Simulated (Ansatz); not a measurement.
The input, for Ansatz 0.2.0:

```yaml
crystal:
  periodic: [false, false, false]
  atoms:
    - {symbol: Ga, position_ang: [0.000000, 0.000000, 0.000000]}
    - {symbol: As, position_ang: [0.000000, 0.000000, 3.037000]}
basis:
  gaussian: {orbitals: cc-pVDZ}
magnetization: {spin_polarized: false}
correlation: {method: ccsd_t, electrons: outside_noble_gas}
output: {forces: true}
```

```sh
$ ansatz run in.yaml --threads 1 --pin off --events-out ev --progress --plain --max-ram 4096MiB --backend cpu
```

Output:

```
650 factors; integrals over basis functions are off by at most 8.3e-4 eV
mean field evaluation 1: about -113125.5964 eV, gradient 8.1e0 eV
mean field evaluation 2: about -113125.5966 eV, gradient 8.1e0 eV
mean field evaluation 4: about -113126.1052 eV, gradient 9.3e-1 eV
mean field evaluation 8: about -113126.1178 eV, gradient 4.5e-2 eV
mean field evaluation 16: about -113126.1154 eV, gradient 2.9e-1 eV
mean field evaluation 32: about -113114.6039 eV, gradient 1.6e1 eV
mean field evaluation 64: about -113124.8014 eV, gradient 9.8e-1 eV
mean field evaluation 96: about -113119.8449 eV, gradient 1.1e1 eV
mean field evaluation 128: about -113090.8435 eV, gradient 1.8e1 eV
mean field evaluation 160: about -113116.6163 eV, gradient 3.1e-2 eV
...
mean field -113126.11785797 eV, -4157.3081516437 hartree, gradient 3.0e-6 eV, S^2 0.000000; 10 other end points of the search recorded, 0 dependent functions left out; unrestricted orbitals would lower it
...
determinant -113126.11785797 eV, -4157.3081516437 hartree, with singles and doubles -113130.26783573 eV, -4157.4606605135 hartree
determinant -113124.68209132 eV, -4157.2553881924 hartree, with singles and doubles -113129.21507047 eV, -4157.4219721036 hartree
...
unrestricted determinant -113127.43854701 eV, -4157.3566860708 hartree, S^2 1.0184
28 core orbitals not correlated: weight in the atoms' cores, before any rotation towards them, 1.000 or more for the frozen orbitals, at most 0.000 for the correlated occupied ones
reference -113126.11785797 eV, -4157.3081516437 hartree; 4, 4 occupied and 22, 22 virtual orbitals, 650 factors
second order -3.19198119 eV of doubles, -0.00000000 eV of singles
...
cycle   6  -4.17388018 eV  change   -1.7e-3 eV  update   4.8e-4
cycle   7  -4.17381239 eV  change    6.8e-5 eV  update   2.2e-4
cycle   8  -4.17361370 eV  change    2.0e-4 eV  update   1.3e-4
cycle   9  -4.17360409 eV  change    9.6e-6 eV  update   5.9e-5
cycle  10  -4.17361970 eV  change   -1.6e-5 eV  update   2.3e-5
cycle  11  -4.17362814 eV  change   -8.4e-6 eV  update   1.1e-5
cycle  12  -4.17362519 eV  change    2.9e-6 eV  update   6.0e-6
cycle  13  -4.17362083 eV  change    4.4e-6 eV  update   2.6e-6
cycle  14  -4.17362058 eV  change    2.6e-7 eV  update   1.1e-6
cycle  15  -4.17362054 eV  change    3.7e-8 eV  update   5.5e-7
perturbative correction -0.20299131 eV, -0.0074597931 hartree
the calculation of the forces begins
Total energy: -113130.49446982 eV, -4157.4689891625 hartree
Atom 0 at     0.000000     0.000000     0.000000 Å, force    -0.000000    -0.000000     1.385111 eV/Å
Atom 1 at     0.000000     0.000000     3.037000 Å, force     0.000000     0.000000    -1.385112 eV/Å
Dipole moment:     0.000000    -0.000000    -0.496830 e Å
```

Forces (eV/Å):
```
Ga   0.000  0.000  1.385
As   0.000  0.000 -1.385
```

The T1 diagnostic is 0.028.

For the same geometry and basis full CI lies 217.6 meV lower. By full CI's occupations no single determinant describes the state well. The determinant fills πx and πy unequally, so it is a mixture of Σ and Δ. RHF is unstable: UHF (⟨S²⟩ = 1.02) lies 1.32 eV below the lowest RHF solution. Higher spins weren't run at this geometry and may lie near or lower.

Ran on 1 thread of AMD EPYC 7R13, shared host: 14 s wall, 0.18 GiB peak host memory.
